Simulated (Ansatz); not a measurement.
Geometry optimisation, UKS revPBE/STO-3G (Ansatz).

The input (input.yaml):

```yaml
crystal:
  periodic: [false, false, false]
  atoms:
    - { symbol: C, position_ang: [-0.9354, 0.6573, -0.5974] }
    - { symbol: C, position_ang: [0.3029, -0.0004, -0.2111] }
    - { symbol: C, position_ang: [0.2179, -0.5243, 1.2013] }
    - { symbol: O, position_ang: [0.6083, -1.0721, -1.0985] }
    - { symbol: Cl, position_ang: [1.688, 1.1055, -0.414] }
    - { symbol: H, position_ang: [-1.1944, 1.5815, 0.0293] }
    - { symbol: H, position_ang: [-0.9167, 1.0434, -1.647] }
    - { symbol: H, position_ang: [-1.7946, 0.0293, -0.5515] }
    - { symbol: H, position_ang: [0.1036, 0.2955, 1.9848] }
    - { symbol: H, position_ang: [1.1732, -1.061, 1.4974] }
    - { symbol: H, position_ang: [-0.5763, -1.2478, 1.3486] }
    - { symbol: H, position_ang: [1.4003, -0.862, -1.5078] }
magnetization:
  spin_polarized: true
basis:
  gaussian: { orbitals: STO-3G }
hamiltonian:
  xc: revpbe
relax:
  f_tol: 0.02
  max_steps: 40
```

Run as:

```bash
$ ansatz run input.yaml --threads 1 --pin off --max-ram 2048MiB --backend cpu --events-out ev --progress --plain --runs-dir out
```

Task: Where does it end, and by what steps?

Result: The run converged. Limits of this set-up: minimal basis. After 11 steps the energy has fallen by 1.623 eV; H12 moved furthest, 0.81 Å.

```json
{"step": "0", "energy less start (eV)": "0.0000", "largest force component (eV/Å)": "6.956", "accepted": "yes"}
{"step": "1", "energy less start (eV)": "-1.1894", "largest force component (eV/Å)": "1.376", "accepted": "yes"}
{"step": "2", "energy less start (eV)": "-1.2923", "largest force component (eV/Å)": "0.211", "accepted": "yes"}
{"step": "3", "energy less start (eV)": "-1.3269", "largest force component (eV/Å)": "0.459", "accepted": "yes"}
{"step": "4", "energy less start (eV)": "-1.4047", "largest force component (eV/Å)": "0.999", "accepted": "yes"}
{"step": "5", "energy less start (eV)": "-1.4576", "largest force component (eV/Å)": "1.787", "accepted": "yes"}
{"step": "6", "energy less start (eV)": "-1.5939", "largest force component (eV/Å)": "0.553", "accepted": "yes"}
{"step": "7", "energy less start (eV)": "-1.6121", "largest force component (eV/Å)": "0.323", "accepted": "yes"}
{"step": "8", "energy less start (eV)": "-1.6205", "largest force component (eV/Å)": "0.311", "accepted": "yes"}
{"step": "9", "energy less start (eV)": "-1.6224", "largest force component (eV/Å)": "0.080", "accepted": "yes"}
{"step": "10", "energy less start (eV)": "-1.6223", "largest force component (eV/Å)": "0.093", "accepted": "no"}
{"step": "11", "energy less start (eV)": "-1.6227", "largest force component (eV/Å)": "0.009", "accepted": "yes"}
```

```xyz
12
Properties=species:S:1:pos:R:3
C -0.902 0.678 -0.689
C 0.389 -0.051 -0.157
C 0.260 -0.551 1.324
O 0.803 -1.176 -0.952
Cl 1.782 1.325 -0.160
H -1.151 1.536 -0.035
H -0.743 1.053 -1.720
H -1.755 -0.034 -0.689
H 0.050 0.303 1.996
H 1.202 -1.040 1.641
H -0.570 -1.284 1.398
H 0.710 -0.814 -1.922
```

Whether the end is a true minimum wasn't checked by a vibrational analysis.

The run took 55 s on 1 thread of Intel(R) Xeon(R) Platinum 8259CL CPU @ 2.50GHz (Skylake/Cascade Lake), on a shared host, peak memory 0.17 GiB.
